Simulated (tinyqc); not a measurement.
RKS/LDA (VWN5) in the sto-3g basis, for H2O, spin multiplicity 1, step by step (part 1 of 2). Computed by tinyqc, a small Python program that keeps every step (integrals from PySCF). Settings: charge = 0, multiplicity = 1, basis = sto-3g, energy threshold = 1e-10, iteration cap = 64, orthogonalisation = symmetric, start = random, DIIS depth = 0, method = RKS, functional = lda,vwn, grid = [15, 26]. Command: `OMP_NUM_THREADS=1 python tinyqc.py 31254 31255 out.jsonl` (the two numbers bound the seeds that draw the settings). One thread of a shared host (Intel(R) Xeon(R) Processor @ 2.60GHz), about 0.5 s of CPU time with the checks. Later iterations appear only in the table of the cycle.

## One-electron integrals

Geometry (angstrom):
```
atom         x          y         z
O     0.000000   0.000000  0.000000
H     0.000000   1.044000  0.666000
H     0.000000  -1.002000  0.639000
```

Basis sto-3g: exponents (1/bohr^2) and contraction coefficients of normalised primitives:
```
element  l (shell)    exponent  coefficient
O            s (1)  130.709320     0.154329
O            s (1)   23.808861     0.535328
O            s (1)    6.443608     0.444635
O            s (2)    5.033151    -0.099967
O            s (2)    1.169596     0.399513
O            s (2)    0.380389     0.700115
O            p (3)    5.033151     0.155916
O            p (3)    1.169596     0.607684
O            p (3)    0.380389     0.391957
H            s (1)    3.425251     0.154329
H            s (1)    0.623914     0.535328
H            s (1)    0.168855     0.444635
```

Overlap, kinetic and nuclear-attraction integrals over the contracted functions; the nuclear repulsion is the sum of Za Zb / Rab.

nuclear repulsion = 7.23947879 hartree

overlap S, lower triangle:
```
           1O 1s     1O 2s    1O 2px     1O 2py    1O 2pz     2H 1s     3H 1s
1O 1s   1.000000
1O 2s   0.236704  1.000000
1O 2px  0.000000  0.000000  1.000000
1O 2py  0.000000  0.000000  0.000000   1.000000
1O 2pz  0.000000  0.000000  0.000000   0.000000  1.000000
2H 1s   0.027726  0.310932  0.000000   0.242625  0.154778  1.000000
3H 1s   0.031156  0.336799  0.000000  -0.258616  0.164926  0.110462  1.000000
```

kinetic energy T (hartree), lower triangle:
```
            1O 1s     1O 2s    1O 2px     1O 2py    1O 2pz      2H 1s     3H 1s
1O 1s   29.003200
1O 2s   -0.168011  0.808128
1O 2px   0.000000  0.000000  2.528731
1O 2py   0.000000  0.000000  0.000000   2.528731
1O 2pz   0.000000  0.000000  0.000000   0.000000  2.528731
2H 1s   -0.008513  0.031884  0.000000   0.097701  0.062327   0.760032
3H 1s   -0.008882  0.044058  0.000000  -0.117058  0.074651  -0.010596  0.760032
```

nuclear attraction V (hartree), lower triangle:
```
             1O 1s      1O 2s     1O 2px     1O 2py     1O 2pz      2H 1s      3H 1s
1O 1s   -61.491063
1O 2s    -7.389629  -9.922465
1O 2px    0.000000   0.000000  -9.802800
1O 2py    0.000672   0.007822   0.000000  -9.902265
1O 2pz   -0.010403  -0.129135   0.000000   0.003452  -9.843264
2H 1s    -0.884585  -2.281949   0.000000  -1.552190  -1.016765  -4.862881
3H 1s    -0.994592  -2.506170   0.000000   1.687295  -1.103487  -0.623545  -4.995380
```

core Hamiltonian H = T + V (hartree), lower triangle:
```
             1O 1s      1O 2s     1O 2px     1O 2py     1O 2pz      2H 1s      3H 1s
1O 1s   -32.487863
1O 2s    -7.557640  -9.114337
1O 2px    0.000000   0.000000  -7.274069
1O 2py    0.000672   0.007822   0.000000  -7.373534
1O 2pz   -0.010403  -0.129135   0.000000   0.003452  -7.314533
2H 1s    -0.893098  -2.250065   0.000000  -1.454489  -0.954438  -4.102849
3H 1s    -1.003473  -2.462112   0.000000   1.570237  -1.028836  -0.634142  -4.235348
```

## Two-electron integrals

Functions are numbered as in S; the eight-fold symmetry (ij|kl) = (ji|kl) = (kl|ij) leaves the list below.

Two-electron integrals (ij|kl) in chemists' order, unique and non-zero (hartree):
```
(11|11) 4.785065    (21|11) 0.741380    (21|21) 0.136873    (22|11) 1.118947
(22|21) 0.256633    (22|22) 0.817206    (31|31) 0.024477    (32|31) 0.037809
(32|32) 0.180518    (33|11) 1.115814    (33|21) 0.256684    (33|22) 0.817023
(33|33) 0.880159    (41|41) 0.024477    (42|41) 0.037809    (42|42) 0.180518
(43|43) 0.047444    (44|11) 1.115814    (44|21) 0.256684    (44|22) 0.817023
(44|33) 0.785270    (44|44) 0.880159    (51|51) 0.024477    (52|51) 0.037809
(52|52) 0.180518    (53|53) 0.047444    (54|54) 0.047444    (55|11) 1.115814
(55|21) 0.256684    (55|22) 0.817023    (55|33) 0.785270    (55|44) 0.785270
(55|55) 0.880159    (61|11) 0.087762    (61|21) 0.016085    (61|22) 0.030033
(61|33) 0.029976    (61|41) 0.000605    (61|42) 0.001146    (61|44) 0.030101
(61|51) 0.000386    (61|52) 0.000731    (61|54) 0.000080    (61|55) 0.030027
(61|61) 0.001913    (62|11) 0.242387    (62|21) 0.056417    (62|22) 0.202581
(62|33) 0.198955    (62|41) 0.003553    (62|42) 0.028722    (62|44) 0.206542
(62|51) 0.002266    (62|52) 0.018323    (62|54) 0.004840    (62|55) 0.202043
(62|61) 0.006773    (62|62) 0.065557    (63|31) 0.005539    (63|32) 0.033548
(63|43) 0.005754    (63|53) 0.003670    (63|63) 0.008728    (64|11) 0.157668
(64|21) 0.037136    (64|22) 0.142420    (64|33) 0.136183    (64|41) 0.007562
(64|42) 0.052341    (64|44) 0.152692    (64|51) 0.001291    (64|52) 0.011988
(64|54) 0.006861    (64|55) 0.138219    (64|61) 0.004626    (64|62) 0.056089
(64|64) 0.056200    (65|11) 0.100581    (65|21) 0.023690    (65|22) 0.090854
(65|33) 0.086875    (65|41) 0.001291    (65|42) 0.011988    (65|44) 0.090066
(65|51) 0.006362    (65|52) 0.041196    (65|54) 0.007789    (65|55) 0.095515
(65|61) 0.002951    (65|62) 0.035781    (65|64) 0.030284    (65|65) 0.028047
(66|11) 0.422023    (66|21) 0.099775    (66|22) 0.413035    (66|33) 0.397813
(66|41) 0.007196    (66|42) 0.082513    (66|44) 0.429935    (66|51) 0.004590
(66|52) 0.052637    (66|54) 0.020491    (66|55) 0.410885    (66|61) 0.012039
(66|62) 0.178742    (66|64) 0.174752    (66|65) 0.111480    (66|66) 0.774606
(71|11) 0.098661    (71|21) 0.018081    (71|22) 0.033750    (71|33) 0.033685
(71|41) -0.000688   (71|42) -0.001302   (71|44) 0.033828    (71|51) 0.000439
(71|52) 0.000830    (71|54) -0.000091   (71|55) 0.033743    (71|61) 0.002115
(71|62) 0.007344    (71|64) 0.004648    (71|65) 0.003206    (71|66) 0.012968
(71|71) 0.002418    (72|11) 0.266212    (72|21) 0.061938    (72|22) 0.221647
(72|33) 0.217701    (72|41) -0.003914   (72|42) -0.031292   (72|44) 0.225960
(72|51) 0.002496    (72|52) 0.019956    (72|54) -0.005267   (72|55) 0.221060
(72|61) 0.007175    (72|62) 0.054465    (72|64) 0.032908    (72|65) 0.028725
(72|66) 0.116128    (72|71) 0.008358    (72|72) 0.077648    (73|31) 0.006153
(73|32) 0.036997    (73|43) -0.006314   (73|53) 0.004027    (73|63) 0.006955
(73|73) 0.010468    (74|11) -0.171091   (74|21) -0.040288   (74|22) -0.153945
(74|33) -0.147147   (74|41) 0.008364    (74|42) 0.057304    (74|44) -0.165168
(74|51) -0.001410   (74|52) -0.012951   (74|54) 0.007466    (74|55) -0.149341
(74|61) -0.004485   (74|62) -0.032352   (74|64) -0.013123   (74|65) -0.016790
(74|66) -0.064952   (74|71) -0.005649   (74|72) -0.065593   (74|74) 0.065261
(75|11) 0.109109    (75|21) 0.025692    (75|22) 0.098174    (75|33) 0.093839
(75|41) -0.001410   (75|42) -0.012951   (75|44) 0.097279    (75|51) 0.007052
(75|52) 0.045256    (75|54) -0.008507   (75|55) 0.103291    (75|61) 0.003096
(75|62) 0.028463    (75|64) 0.016894    (75|65) 0.021745    (75|66) 0.065590
(75|71) 0.003602    (75|72) 0.041830    (75|74) -0.034943   (75|75) 0.032752
(76|11) 0.062832    (76|21) 0.014751    (76|22) 0.057289    (76|33) 0.056060
(76|41) 0.000010    (76|42) 0.000137    (76|44) 0.057359    (76|51) 0.000942
(76|52) 0.009018    (76|54) 0.000028    (76|55) 0.058384    (76|61) 0.001748
(76|62) 0.018031    (76|64) 0.013604    (76|65) 0.011102    (76|66) 0.051130
(76|71) 0.001963    (76|72) 0.019451    (76|74) -0.014364   (76|75) 0.011840
(76|76) 0.006246    (77|11) 0.438534    (77|21) 0.103652    (77|22) 0.427434
(77|33) 0.411246    (77|41) -0.007696   (77|42) -0.086941   (77|44) 0.445406
(77|51) 0.004908    (77|52) 0.055444    (77|54) -0.021785   (77|55) 0.425138
(77|61) 0.011986    (77|62) 0.109657    (77|64) 0.062163    (77|65) 0.062660
(77|66) 0.257883    (77|71) 0.014070    (77|72) 0.197849    (77|74) -0.190829
(77|75) 0.121696    (77|76) 0.051130    (77|77) 0.774606
```

## Orthogonalisation

S = U s U^T; symmetric (Loewdin) form X = U s^(-1/2) U^T, so that X^T S X = 1.

eigenvalues of S: 0.500860  0.588633  0.896881  1.000000  1.090217  1.302806  1.620603

X, lower triangle:
```
            1O 1s      1O 2s    1O 2px     1O 2py     1O 2pz      2H 1s     3H 1s
1O 1s    1.023236
1O 2s   -0.133011   1.114336
1O 2px   0.000000   0.000000  1.000000
1O 2py   0.000577  -0.006185  0.000000   1.058069
1O 2pz  -0.004949   0.044493  0.000000  -0.002687   1.021423
2H 1s    0.016106  -0.170991  0.000000  -0.144531  -0.083445   1.080038
3H 1s    0.017425  -0.190854  0.000000   0.156396  -0.091523  -0.037209  1.094593
```

## Starting guess

The start is random orthonormal orbitals; D = 2 C_occ C_occ^T.

D at the start, lower triangle:
```
            1O 1s      1O 2s     1O 2px     1O 2py     1O 2pz      2H 1s     3H 1s
1O 1s    1.879887
1O 2s   -0.436415   2.241960
1O 2px  -0.224571   0.714427   0.758483
1O 2py  -0.391330   0.384111  -0.697881   1.590595
1O 2pz  -0.350478   0.025965   0.448611  -0.269959   1.221498
2H 1s   -0.160686  -0.744522   0.033211  -0.967349  -0.893882   2.078226
3H 1s    0.088032  -0.544208  -0.530664   0.465204  -0.095760  -0.032562  2.294458
```

## Iteration 1: exchange-correlation on the grid

Becke grid with 15 radial and 26 angular points per atom, points of zero weight dropped. rho = sum D_ij phi_i phi_j; V_xc,ij = sum w v_xc phi_i phi_j; v_xc is d(rho eps)/d rho.

The 12 grid points with the largest w rho, of 1168 (bohr, atomic units):
```
x                  y          z         w       rho     eps_xc       v_xc
0.000000    0.900000   0.000000  0.170921  0.593762  -0.688049  -0.903126
0.900000    0.000000   0.000000  0.174952  0.561036  -0.675966  -0.887149
0.000000    0.636396  -0.636396  0.139926  0.682129  -0.718567  -0.943489
0.636396   -0.636396   0.000000  0.139054  0.682377  -0.718648  -0.943597
1.315168    0.000000   0.000000  0.489095  0.183201  -0.477433  -0.624939
0.000000    0.929964  -0.929964  0.390219  0.229384  -0.511813  -0.670295
0.000000    0.000000  -0.900000  0.174965  0.507888  -0.655282  -0.859801
0.636396    0.000000   0.636396  0.139752  0.629128  -0.700609  -0.919737
0.000000    0.000000  -1.315168  0.489431  0.171370  -0.467690  -0.612090
0.519615   -0.519615   0.519615  0.115547  0.714354  -0.729027  -0.957326
0.929964   -0.929964   0.000000  0.366935  0.220125  -0.505325  -0.661735
-0.519615   0.519615  -0.519615  0.118075  0.666778  -0.713466  -0.936742
```

electrons on the grid, sum of w rho = 10.003263

E_xc = sum of w rho eps_xc = -8.02751170 hartree

V_xc (hartree), lower triangle:
```
            1O 1s      1O 2s     1O 2px     1O 2py     1O 2pz      2H 1s      3H 1s
1O 1s   -2.818370
1O 2s   -0.398101  -0.727429
1O 2px  -0.006618  -0.058014  -0.696574
1O 2py   0.002948  -0.014326   0.035494  -0.743085
1O 2pz   0.009902   0.018202  -0.023134   0.020783  -0.728378
2H 1s   -0.047256  -0.174893  -0.007863  -0.128890  -0.075876  -0.490337
3H 1s   -0.053220  -0.198559  -0.015745   0.147219  -0.093602  -0.049503  -0.534984
```

## Iteration 1: building the Kohn-Sham matrix

J_ij = sum D_kl (ij|kl); F = H + J + V_xc; E = tr D H + tr D J / 2 + E_xc + E_nn.

Coulomb J (hartree), lower triangle:
```
            1O 1s     1O 2s     1O 2px     1O 2py    1O 2pz     2H 1s     3H 1s
1O 1s   15.393731
1O 2s    2.900322  7.317654
1O 2px   0.036867  0.203916   7.237244
1O 2py  -0.003048  0.004870  -0.059138   7.385881
1O 2pz  -0.017126  0.052241   0.038539  -0.053156  7.308577
2H 1s    0.340979  1.858933   0.033909   1.335184  0.860874  4.359622
3H 1s    0.383407  2.062543   0.051877  -1.483657  0.964174  0.551775  4.679101
```

Kohn-Sham matrix F (hartree), lower triangle:
```
             1O 1s      1O 2s     1O 2px     1O 2py     1O 2pz      2H 1s      3H 1s
1O 1s   -19.912502
1O 2s    -5.055419  -2.524112
1O 2px    0.030249   0.145901  -0.733399
1O 2py    0.000572  -0.001635  -0.023644  -0.730738
1O 2pz   -0.017627  -0.058691   0.015404  -0.028921  -0.734334
2H 1s    -0.599375  -0.566025   0.026046  -0.248195  -0.169439  -0.233565
3H 1s    -0.673287  -0.598128   0.036132   0.233799  -0.158265  -0.131870  -0.091231
```

total energy of this density = -68.56716385 hartree

## Iteration 1: diagonalisation and new density

Diagonalise F' = X^T F X, C = X C', fill 5 alpha and 5 beta electrons from the bottom; D = 2 C_occ C_occ^T. Each column has its largest component positive (the first on a tie).

F' = X^T F X (hartree), lower triangle:
```
            1          2          3          4          5          6         7
1  -19.555776
2   -2.578938  -1.599825
3    0.012504   0.148042  -0.733399
4    0.002115  -0.004655  -0.024057  -0.665693
5   -0.029450  -0.018503   0.016659  -0.030207  -0.712353
6   -0.050441  -0.221855   0.004457  -0.171284  -0.098216  -0.044917
7   -0.065477  -0.254867   0.006154   0.182438  -0.105978  -0.044281  0.142112
```

orbital energies (hartree): MO1 -19.919784, MO2 -1.352445, MO3 -0.771451, MO4 -0.717241, MO5 -0.684794, MO6 0.037661, MO7 0.238202

coefficients C:
```
              MO1        MO2        MO3        MO4        MO5        MO6        MO7
1O 1s    0.994789  -0.255585   0.002983   0.051016  -0.034108   0.065107   0.048472
1O 2s    0.022191   1.001276  -0.021767  -0.209215   0.130490  -0.403782  -0.315846
1O 2px  -0.001726  -0.225405   0.260174  -0.546892   0.762392  -0.025749  -0.022462
1O 2py  -0.000192  -0.004387   0.736392  -0.341817  -0.496129  -0.306017   0.407411
1O 2pz   0.002246   0.094340   0.560764   0.727812   0.345329  -0.237000  -0.179343
2H 1s   -0.003809   0.004272   0.110883  -0.018300  -0.018835   1.083724  -0.194273
3H 1s   -0.004198  -0.013524  -0.025732   0.036761   0.068895   0.146069   1.113906
```

D after iteration 1, lower triangle:
```
            1O 1s      1O 2s     1O 2px     1O 2py    1O 2pz      2H 1s     3H 1s
1O 1s    2.117407
1O 2s   -0.498050   2.128637
1O 2px   0.005530  -0.034983   1.997665
1O 2py   0.005221  -0.027306   0.002543   1.810551
1O 2pz   0.010292  -0.049806  -0.020262  -0.015156  1.944647
2H 1s   -0.009684   0.006300   0.047082   0.194470  0.085500   0.026035
3H 1s   -0.002542  -0.023549   0.057564  -0.131270  0.069663  -0.009731  0.013921
```

## Iteration 2: exchange-correlation on the grid

As before.

The 12 grid points with the largest w rho, of 1168 (bohr, atomic units):
```
x                  y          z         w       rho     eps_xc       v_xc
-0.900000   0.000000   0.000000  0.174952  0.699651  -0.724295  -0.951067
0.000000    0.000000  -0.900000  0.174965  0.691140  -0.721525  -0.947402
0.900000    0.000000   0.000000  0.174952  0.686398  -0.719971  -0.945347
0.000000    0.000000   0.900000  0.174171  0.674972  -0.716198  -0.940356
-1.315168   0.000000   0.000000  0.489095  0.237783  -0.517545  -0.677860
0.000000    0.000000  -1.315168  0.489431  0.235062  -0.515703  -0.675429
1.315168    0.000000   0.000000  0.489095  0.234456  -0.515291  -0.674885
0.000000   -0.900000   0.000000  0.169546  0.664510  -0.712705  -0.935736
0.000000    0.900000   0.000000  0.170921  0.655553  -0.709685  -0.931742
0.000000    0.000000   1.315168  0.468290  0.232750  -0.514126  -0.673349
-0.636396   0.000000  -0.636396  0.139972  0.694495  -0.722619  -0.948850
0.636396    0.000000  -0.636396  0.139972  0.693784  -0.722388  -0.948544
```

electrons on the grid, sum of w rho = 10.007128

E_xc = sum of w rho eps_xc = -9.47207013 hartree

V_xc (hartree), lower triangle:
```
            1O 1s      1O 2s     1O 2px     1O 2py     1O 2pz      2H 1s      3H 1s
1O 1s   -2.947775
1O 2s   -0.427690  -0.835046
1O 2px   0.000185   0.000891  -0.831674
1O 2py   0.000197   0.000352  -0.000023  -0.827780
1O 2pz   0.000247  -0.001521   0.000453   0.000263  -0.831409
2H 1s   -0.050887  -0.183882   0.000045  -0.121001  -0.077680  -0.279268
3H 1s   -0.057220  -0.201229   0.000025   0.130243  -0.083813  -0.044222  -0.280167
```

## Iteration 2: building the Kohn-Sham matrix

As before.

Coulomb J (hartree), lower triangle:
```
            1O 1s      1O 2s     1O 2px     1O 2py    1O 2pz     2H 1s     3H 1s
1O 1s   18.337223
1O 2s    3.490206   8.685360
1O 2px  -0.001145  -0.004794   8.679222
1O 2py  -0.000739  -0.001150   0.000056   8.674635
1O 2pz  -0.000249   0.005448  -0.001113  -0.000045  8.678721
2H 1s    0.410444   2.093418  -0.000783   1.450182  0.926874  4.167818
3H 1s    0.461371   2.290576  -0.000856  -1.566497  1.000961  0.582582  4.299980
```

Kohn-Sham matrix F (hartree), lower triangle:
```
             1O 1s      1O 2s     1O 2px     1O 2py     1O 2pz      2H 1s      3H 1s
1O 1s   -17.098415
1O 2s    -4.495123  -1.264024
1O 2px   -0.000960  -0.003903   0.573480
1O 2py    0.000130   0.007023   0.000033   0.473321
1O 2pz   -0.010406  -0.125207  -0.000661   0.003670   0.532779
2H 1s    -0.533542  -0.340529  -0.000738  -0.125308  -0.105244  -0.214299
3H 1s    -0.599321  -0.372765  -0.000831   0.133983  -0.111689  -0.095781  -0.215536
```

total energy of this density = -73.76785309 hartree

## Iteration 2: diagonalisation and new density

As before.

F' = X^T F X (hartree), lower triangle:
```
            1          2          3          4          5          6          7
1  -16.736979
2   -2.505787  -0.334082
3   -0.000486  -0.003967   0.573480
4    0.001621  -0.003252   0.000037   0.607108
5   -0.020044  -0.047325  -0.000706  -0.002108   0.582269
6   -0.037340  -0.184673  -0.000064  -0.207041  -0.126850  -0.086696
7   -0.050146  -0.207198  -0.000088   0.223780  -0.138757  -0.034028  -0.063162
```

orbital energies (hartree): MO1 -17.111901, MO2 -0.343166, MO3 -0.162057, MO4 0.226125, MO5 0.573500, MO6 0.630278, MO7 0.729159

coefficients C:
```
              MO1        MO2        MO3        MO4        MO5        MO6        MO7
1O 1s    0.992451  -0.149142   0.005366  -0.239684   0.002039  -0.023002   0.008897
1O 2s    0.031685   0.446892  -0.016759   1.048230  -0.007823   0.156318  -0.053269
1O 2px   0.000060   0.002641  -0.000125   0.008528   0.999857  -0.014335   0.001134
1O 2py  -0.000240  -0.006873   0.191447   0.027341   0.000003   0.097147   1.057365
1O 2pz   0.002547   0.119884  -0.002659  -0.085780   0.015070   1.014494  -0.097407
2H 1s   -0.005546   0.465290   0.708598  -0.515886  -0.000752  -0.309898  -0.380005
3H 1s   -0.006102   0.477880  -0.657995  -0.554512  -0.000823  -0.255207   0.484876
```

D after iteration 2, lower triangle:
```
            1O 1s      1O 2s     1O 2px     1O 2py    1O 2pz     2H 1s     3H 1s
1O 1s    2.129367
1O 2s   -0.573109   2.599689
1O 2px  -0.000680   0.004602   1.999586
1O 2py  -0.009477   0.044743   0.000388   0.074894
1O 2pz   0.010449  -0.072668   0.029306  -0.007358  0.043942
2H 1s    0.105105  -0.689755  -0.008023   0.236715  0.196248  1.969551
3H 1s    0.104095  -0.713709  -0.008416  -0.288831  0.213155  0.084397  1.937695
```
